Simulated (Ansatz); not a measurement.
Barrier O + CH4 (SMILES C) via CH4O, on the benchmark's geometries as Psi4's copy gives them; open shells unrestricted, no zero-point energy, no spin–orbit coupling.
Transition structure (charge 0, multiplicity 3, Z-matrix in Å and degrees):
```
C
H 1 1.0831
H 1 1.0831 2 114.80
H 1 1.0837 2 114.40 3 135.17
H 1 1.3024 2 103.92 4 112.03
O 5 1.2016 4 144.82 1 180.00
```

Programs: Ansatz (Gaussian basis) for Hartree–Fock, density functionals and correlated methods. 

The barrier height (kcal/mol) and the share of exact exchange:

```tsv
functional	exact exchange (%)	value
PBE/def2-TZVPPD	0	-0.20
PBE0/def2-TZVPPD	25	7.83
BLYP/def2-TZVPPD	0	1.97
B3LYP/def2-TZVPPD	20	7.37
BHLYP/def2-TZVPPD	50	15.98
r2SCAN/def2-TZVPPD	0	3.02
```

Q: Take the value as linear in the share of exact exchange along PBE and PBE0. Give the slope, say whether the sign turns, and set the other functionals against that line.

A: 
Slope: (7.83 − (-0.20))/2.5 = 3.21 kcal/mol for each 10 %. The line crosses zero at 1 %, where the sign would turn. At 50 % it gives 15.9 kcal/mol. The LYP pair gives (15.98 − (1.97))/5 = 2.80 for each 10 %. BHLYP, at 50 %, lies 0.1 from the PBE line. B3LYP, at 20 %, lies 1.1 from the PBE line. r2SCAN, with none, stands 3.2 from PBE.

Ansatz is a program for electronic structure.
